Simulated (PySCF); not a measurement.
Scan of SiH4, singlet

Starting geometry (PBE0/def2-TZVP stationary point for this spin, not checked as a minimum):

```xyz
5

Si    0.0000    0.0000    0.0000
H     0.8558    0.8587    0.8568
H    -0.8596   -0.8544    0.8574
H    -0.8547    0.8555   -0.8611
H     0.8584   -0.8599   -0.8531
```

From there all distances are scaled together; atoms are numbered as listed. Energies are in kcal/mol, counted from the starting geometry at the same level.

Basis 6-31G; PySCF 2.14.0. Only valence electrons are correlated (noble-gas cores frozen). R marks a restricted (for open shells ROHF) determinant.

Full CI is exact within this basis and frozen core; it isn't the basis-set limit.

```csv
scale of all distances,RCCSD
0.866,56.5
1.000,0.0
1.102,8.7
1.288,68.4
1.475,139.0
1.743,219.6
2.012,272.5
```

Problem. Estimate the full CI curve in 6-31G from this one, knowing how RCCSD errs.

Solution. The computed full CI values, in kcal/mol from the starting point, and the error of RCCSD against them:
```tsv
scale of all distances	full CI	RCCSD less full CI
0.866	56.7	-0.2
1.000	0.0	0.0
1.102	8.4	0.3
1.288	66.8	1.7
1.475	133.9	5.1
1.743	202.6	17.0
2.012	236.9	35.6
```

Full CI's occupations show more than one leading determinant at 1.743, 2.012.

The error spans 35.8 kcal/mol and is largest, 35.6 kcal/mol, at 2.012.
